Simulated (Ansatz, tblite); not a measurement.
**The cluster Au3O+: a ladder of methods and basis sets**

An exercise on one series of results from a longer session: the logs are not shown, and one member is left open.

Computed with Ansatz 0.2.0, Gaussian basis. Level: as each input shows.

Plan: GFN1-xTB, GFN2-xTB, PBE-D4/def2-TZVP, r2SCAN-D4/def2-TZVP, r2SCAN0-D4/def2-TZVP, HF/def2-TZVP, B97M-V/def2-TZVP, B2PLYP/def2-TZVP, ωB97M-V/def2-TZVP, PBE-D4/def2-SVP, PBE0-D4/def2-SVP, CCSD(T)/def2-TZVP, RPA/def2-TZVP.

1 further run of the same task is left out (set aside as unsound or not needed). Runs told in other sessions of the task aren't counted.

### The structure

The singlet was relaxed beforehand with r2SCAN-D4/def2-SVP. At that level it is the lowest of the isomers that a small search found.

4 atoms, charge 1, spin multiplicity 1.

Bond lengths: Au1–O4 2.028 Å, Au2–O4 2.029 Å, Au3–O4 2.029 Å. Angles: Au1–O4–Au2 105.3°, Au1–O4–Au3 105.3°, Au2–O4–Au3 105.1°.

Au takes a core potential in the def2 sets. No spin-orbit coupling is included. The ion is computed in the gas phase, without counter-ions or solvent.

PBE0-D4/def2-TZVP was run before; its log isn't repeated, and its numbers join the tables.

Set-up of the first run:

Tight binding, by tblite at 300 K electronic temperature and without a spin-polarisation term:

```python
tblite.interface.Calculator('GFN1-xTB', numbers, positions, charge=1, uhf=0).singlepoint()
```

Tight binding, by tblite at 300 K electronic temperature and without a spin-polarisation term:

```python
tblite.interface.Calculator('GFN2-xTB', numbers, positions, charge=1, uhf=0).singlepoint()
```

start.molden holds the orbitals of an earlier run on this state, given as this run's starting guess.

Input file in.yaml:

```yaml
crystal:
  periodic: [false, false, false]
  atoms:
    - {symbol: Au, position_ang: [-1.510276, -1.046106, 0.362237]}
    - {symbol: Au, position_ang: [1.557566, -0.840290, -0.607922]}
    - {symbol: Au, position_ang: [-0.224124, 1.828201, -0.330535]}
    - {symbol: O, position_ang: [0.176834, 0.058195, 0.576220]}
basis:
  gaussian: {orbitals: def2-TZVP, initial_orbitals: start.molden}
total_charge: 1
hamiltonian: {xc: pbe, dispersion: d4}
scf: {omitted_lower_state_checks: [starts]}
output: {forces: true, orbitals: {seedname: orbitals}}
```

Run with:

```console
ansatz run in.yaml --threads 4 --pin off --events-out ev --progress --plain --max-ram 3916MiB
```

Steps of the session up to this table: PBE-D4/def2-TZVP; r2SCAN-D4/def2-TZVP; r2SCAN0-D4/def2-TZVP; HF/def2-TZVP; B97M-V/def2-TZVP; B2PLYP/def2-TZVP; ωB97M-V/def2-TZVP; PBE-D4/def2-SVP; PBE0-D4/def2-SVP; CCSD(T)/def2-TZVP; RPA/def2-TZVP.

One table of the session follows, with a row left open; its other results are not shown here.

```
               level  HOMO (eV)  LUMO (eV)  gap (eV)
        HF/def2-TZVP     -14.47      -4.63      9.84
     PBE-D4/def2-SVP     -11.23     -10.01      1.22
    PBE-D4/def2-TZVP          ?          ?         ?
 r2SCAN-D4/def2-TZVP     -11.31      -9.72      1.59
    B97M-V/def2-TZVP     -11.11      -9.56      1.54
    PBE0-D4/def2-SVP     -12.22      -8.70      3.52
   PBE0-D4/def2-TZVP     -12.17      -8.69      3.49
r2SCAN0-D4/def2-TZVP     -12.31      -8.56      3.76
   ωB97M-V/def2-TZVP     -14.27      -6.41      7.86
```

Q: Estimate the row for PBE-D4/def2-TZVP from the others.

The run gave: HOMO (eV): -11.19; LUMO (eV): -10.00; gap (eV): 1.20. In the column «HOMO (eV)» it lies between PBE-D4/def2-SVP (-11.23) and B97M-V/def2-TZVP (-11.11).
